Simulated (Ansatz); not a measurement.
The same path of BClH2 + FH (6 atoms, charge 0, multiplicity 1) was run twice with different band settings. Lost on the way: B1–H2, F5–H6. Made: B1–F5, H2–H6.

Method: RKS B3LYP-D4/def2-TZVP (Ansatz).

Relaxed end points:

```xyz
6
Properties=species:S:1:pos:R:3
B -0.052 -0.357 -0.029
H -0.196 -1.004 0.951
Cl 1.597 -0.089 -0.597
H -0.936 0.035 -0.710
F -0.080 1.763 1.323
H 0.789 1.995 1.088
```

```xyz
6
Properties=species:S:1:pos:R:3
B 0.054 0.630 -0.654
H 0.285 -0.394 2.330
Cl 1.544 -0.122 -1.183
H -0.971 0.039 -0.699
F 0.090 1.869 -0.212
H 0.119 0.322 2.442
```

Common settings: movable images 7; climbing image yes; spring 5.0 eV/Å²; optimiser quadratic models (default); start path through a guess of the saddle point; force threshold 0.05 eV/Å; end points relaxed.

| run | iteration limit |
| --- | --- |
| 1 | 60 |
| 2 | 3 |

What does each run give, and how far can it be trusted?

Run 1: converged after 34 iterations, highest image 0.795 eV above the first end. Neighbouring images differ by up to 1.2 eV, so the band resolves the path poorly. A vibrational analysis at the climbing image gives one clearly imaginary mode, 1245i cm⁻¹: a first-order saddle point.
Run 2: not converged after 3 iterations, highest image 0.806 eV above the first end. The band didn't meet its force threshold, so its energies are provisional: the largest band force was still 4.79 eV/Å, and over the last iterations the top moved between 0.81 and 13.69 eV.
The orbitals stay closed-shell, which can raise the energy where a bond breaks towards radicals; this wasn't checked here.
